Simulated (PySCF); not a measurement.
# C4H5NO: magnetic properties

Wanted: magnetic properties for C4H5NO (`O=CNC1=CC1`).

Programs: PySCF 2.14.0, with routines of our own; each step states its level. All values are computed. Atoms count from 0.

## 1. The starting structure

11 atoms, charge 0, multiplicity 1; geometry from: GFN2-xTB.

## 2. Geometry optimisation at PBE0-D3(BJ)/def2-SVP

The job: settings as JSON, then the geometry in Å.

```
{"job": {"xc": "PBE0", "basis": "def2-SVP", "d3": "d3bj", "grid": 1, "kind": "geom"}, "charge": 0, "multiplicity": 1}
O      1.337891    -0.060372    -1.882970
C      1.784687    -0.229870    -0.783348
N      1.072140    -0.210680     0.381953
C     -0.271022     0.006358     0.449588
C     -1.367260     0.127140     1.143719
C     -1.498514     0.282481    -0.352114
H      2.855922    -0.426539    -0.583658
H      1.554690    -0.367150     1.257509
H     -1.882436     0.127639     2.069982
H     -1.938544    -0.513350    -0.943040
H     -1.642129     1.267014    -0.783585
```

Run with:

```console
$ OMP_NUM_THREADS=1 python excited_run.py task.json out
```

This one command runs all jobs of the session in turn.

What it wrote:

```text
step   0  E = -284.79600702  max force = 0.017226
step   1  E = -284.79720055  max force = 0.002044
step   2  E = -284.79720690  max force = 0.001847
step   3  E = -284.79720961  max force = 0.001462
step   4  E = -284.79721802  max force = 0.001051
step   5  E = -284.79721956  max force = 0.000618
step   6  E = -284.79722099  max force = 0.000470
step   7  E = -284.79722248  max force = 0.000067
optimisation converged
```

Run time: 19 s. Hardware: 1 thread of Arm Neoverse V2, shared host.

The steps of the relaxation:

```
step  energy from step 0 (eV)  largest force component (eV/Å)
   0                   0.0000                          0.8858
   1                  -0.0325                          0.1051
   2                  -0.0327                          0.0950
   3                  -0.0327                          0.0752
   4                  -0.0330                          0.0540
   5                  -0.0330                          0.0318
   6                  -0.0330                          0.0242
   7                  -0.0331                          0.0034
```

Distances of close pairs at the start and the end, largest changes first:

```csv
bond,before (Å),after (Å),change (Å)
C4–H8,1.060,1.085,+0.025
C5–H10,1.084,1.102,+0.018
C5–H9,1.085,1.102,+0.018
C1–N2,1.366,1.379,+0.013
C3–C5,1.492,1.480,-0.012
C1–H6,1.107,1.117,+0.009
N2–H7,1.012,1.014,+0.002
C4–C5,1.510,1.511,+0.001
```

The end geometry stands in the next job.

```
                         at the end point                value
  point group (found at 0.08 Å tolerance)                   Cs
rotational constants (GHz, main isotopes)  9.395, 2.608, 2.070
                        dipole moment (D)                 3.70
```

## 3. Magnetic properties: GIAO B3LYP/aug-pcSseg-1

The job: settings as JSON, then the geometry in Å.

```
{"job": {"kind": "mag", "xc": "B3LYP", "basis": "aug-pcSseg-1", "isotopologues": 2}, "charge": 0, "multiplicity": 1}
O      1.449536    -0.043695    -1.795001
C      1.896130    -0.204347    -0.692852
N      1.171506    -0.171056     0.480251
C     -0.170301     0.055135     0.558254
C     -1.256416     0.183083     1.265502
C     -1.389701     0.337120    -0.231605
H      2.975343    -0.404271    -0.487824
H      1.674921    -0.327642     1.346528
H     -1.772225     0.188732     2.219621
H     -1.838659    -0.467690    -0.836060
H     -1.524412     1.335960    -0.677686
```

With the program's defaults for keys left out, this is: GIAO B3LYP/aug-pcSseg-1 magnetisability, rotational g tensor and spin-rotation constants, non-relativistic, gas phase.

What it wrote:

```text
coarse grid: 9592 points
cycle   1  E = -285.0828241342  dE =  1.197e+00  |g| = 9.072e-01  |ddm| = 5.334e+00
cycle   2  E = -284.1194773234  dE =  9.633e-01  |g| = 2.300e+00  |ddm| = 3.537e+00
cycle   3  E = -285.2421234761  dE = -1.123e+00  |g| = 2.038e-01  |ddm| = 2.760e+00
cycle   4  E = -285.2482260323  dE = -6.103e-03  |g| = 1.371e-01  |ddm| = 8.116e-01
cycle   5  E = -285.2524809939  dE = -4.255e-03  |g| = 2.819e-02  |ddm| = 2.750e-01
cycle   6  E = -285.2526293707  dE = -1.484e-04  |g| = 1.517e-02  |ddm| = 6.682e-02
cycle   7  E = -285.2526824331  dE = -5.306e-05  |g| = 3.598e-03  |ddm| = 3.290e-02
cycle   8  E = -285.2526850797  dE = -2.647e-06  |g| = 1.037e-03  |ddm| = 5.339e-03
final grid: 93896 points
cycle   9  E = -285.3095624762  dE = -2.391e-05  |g| = 6.567e-03  |ddm| = 1.172e-01
cycle  10  E = -285.3095402314  dE =  2.224e-05  |g| = 1.260e-02  |ddm| = 2.552e-02
cycle  11  E = -285.3095709247  dE = -3.069e-05  |g| = 2.001e-03  |ddm| = 1.523e-02
cycle  12  E = -285.3095717611  dE = -8.364e-07  |g| = 1.784e-04  |ddm| = 3.007e-03
cycle  13  E = -285.3095717637  dE = -2.510e-09  |g| = 1.574e-04  |ddm| = 8.821e-04
cycle  14  E = -285.3095717695  dE = -5.875e-09  |g| = 4.293e-05  |ddm| = 3.690e-04
cycle  15  E = -285.3095717699  dE = -4.043e-10  |g| = 1.207e-05  |ddm| = 7.235e-05
converged SCF energy = -285.3095717699

Magnetisability tensor (1e-30 J/T^2)
     -633.49      -49.91        1.09
      -49.91     -913.34      -23.84
        1.09      -23.84     -639.00
isotropic -728.61   principal values    -923.88   -638.95   -622.99
isotropic susceptibility -43.878 1e-6 cm^3/mol

Inertial axes            a          b          c
rot. const./GHz      9.3954     2.6080     2.0698
chi total           -38.116    -37.880    -55.637
chi diamagnetic    -202.551   -519.429   -643.369
chi paramagnetic    164.434    481.549    587.732
quadrupole/D A       -1.557      3.392     -1.835
g nuclear            0.6239     0.5579     0.5663
g electronic        -0.7258    -0.5900    -0.5715
g total             -0.1019    -0.0321    -0.0053

Spin-rotation constants (kHz, H = +C I.J)
atom  isotope        aa         bb         cc
  2    14N        0.740      0.378      0.144
  6     1H        0.224     -0.045     -0.169
  7     1H       -1.053      0.256     -0.259
  8     1H        0.334     -0.130     -0.239
  9     1H       -0.920     -0.109     -0.065
 10     1H       -0.920     -0.114     -0.062
  0    17O*      -5.159     -1.728     -0.088
  1    13C*       4.939      0.820      0.518
  3    13C*       2.860      1.314      0.277
  4    13C*       2.356      0.961      0.217
  5    13C*       1.597      0.589      0.097
* in the singly substituted isotopologue

Isotopologues: g along a, b, c
2H    at 6,7,8,9,10        -0.0837    -0.0286    -0.0047
18O   at 0                 -0.0982    -0.0312    -0.0049
```

Run time: 22 s. Hardware: 1 thread of Arm Neoverse V2, shared host; peak memory 0.85 GiB.

From this job:

```
              quantity                      value
       magnetisability            -729·10⁻³⁰ J/T²
  molar susceptibility         -43.9·10⁻⁶ cm³/mol
rotational g (a, b, c)  -0.1019, -0.0321, -0.0053
```

The fields below are evaluated on a grid from the run's orbitals.

Frontier orbitals at B3LYP/aug-pcSseg-1, with the share of their density that lies nearest to each atom:

```
orbital  energy (eV)                                   lies on
   HOMO        -6.36                 C4 35 %; C3 18 %; N2 13 %
   LUMO        -0.95  C1 28 %; O0 19 %; C3, C4 about 14 % each
```

ELF in a plane through or near 9 of the atoms.

Ten even steps from ' ' (0.00) to '@' (1.00):
```
                                                        
                                                        
                                                        
                    ....              ....              
                  ==%%%%--        ..**%%@@**            
                ::##@@@@**      ..==@@@@@@@@++          
                ..##@@@@**  ..--==**@@@@@@@@##          
        ::##%%::  --%%%%**====##%%--**@@@@%%--          
      ..%%@@@@%%::::++====%%--++%%==::**##--            
      ::@@@@@@@@##++%%==####::--++==**##++..            
        ##@@@@%%::%%----..==##@@**==%%%%++::            
          ..::==++++**::  ::##%%::%%==**==..            
            ..++##==##**..  ::++==--++==::              
            ==%%%%--**%%==    ::==++==::                
          ..++%%%%%%%%%%==      ......                  
            --++**##**++..                              
              ..::::::..                                
                                                        
                                                        
                                                        
```
The map spans 11.1 Å across and 8.5 Å up, centred on the molecule. Atoms in the plane (x, y in Å): O0 (-1.8, -1.5), C1 (-1.9, -0.3), N2 (-0.9, 0.7), C3 (0.4, 0.4), C4 (1.6, 0.8), C5 (1.4, -0.7), H6 (-3.0, 0.2), H7 (-1.2, 1.6), H8 (2.4, 1.5).

log10 of the density (e/Å³) in the same plane.

Ten even steps from '0' (-4.0) to '9' (2.2):
```
0000000000000000000000000000
0000000000000000000000000000
0000000001111000111111000000
0000000112222111222222100000
0000001123443222334443210000
0000112234554333445554310000
0001223345665445556664320000
0011234445676556666664320000
0012345555687667697654320000
0012456666677678666654310000
0012345688665566666543210000
0011345667654556796543210000
0001234677764445666543210000
0000234678764444555532100000
0000134566654333444432100000
0000123455543222333321000000
0000012333332111222210000000
0000001122221000111000000000
0000000001000000000000000000
0000000000000000000000000000
```
The map spans 11.1 Å across and 8.5 Å up, centred on the molecule. Atoms in the plane (x, y in Å): O0 (-1.8, -1.5), C1 (-1.9, -0.3), N2 (-0.9, 0.7), C3 (0.4, 0.4), C4 (1.6, 0.8), C5 (1.4, -0.7), H6 (-3.0, 0.2), H7 (-1.2, 1.6), H8 (2.4, 1.5).

On the surface of density 0.002 e/bohr³ the electrostatic potential runs, from the 1st to the 99th percentile, from -1.70 V near O0 to 2.47 V near H7.

## 4. What came out

| quantity | value |
| --- | --- |
| point group | Cs |
| rotational constants (main isotopes) | 9.40, 2.61, 2.07 GHz |
| magnetisability (step 3, GIAO B3LYP/aug-pcSseg-1) | -729·10⁻³⁰ J/T² |
| molar susceptibility (step 3, GIAO B3LYP/aug-pcSseg-1) | -43.9·10⁻⁶ cm³/mol |
| rotational g (a, b, c) (step 3, GIAO B3LYP/aug-pcSseg-1) | -0.1019, -0.0321, -0.0053 |
| surface potential, 1st and 99th percentile | -1.70 V and 2.47 V |

What this shows: Relaxing lowered the energy by 0.033 eV in 7 steps; the close pair that moved most is C4–H8, from 1.060 to 1.085 Å. No frequency check was run at this level, so the end point may be a saddle. At B3LYP/aug-pcSseg-1, counted by nearest atom on the grid, the HOMO lies on C4 35 %; C3 18 %, the LUMO on C1 28 %; O0 19 %. Vibrational averaging and real surroundings are missing from these values.
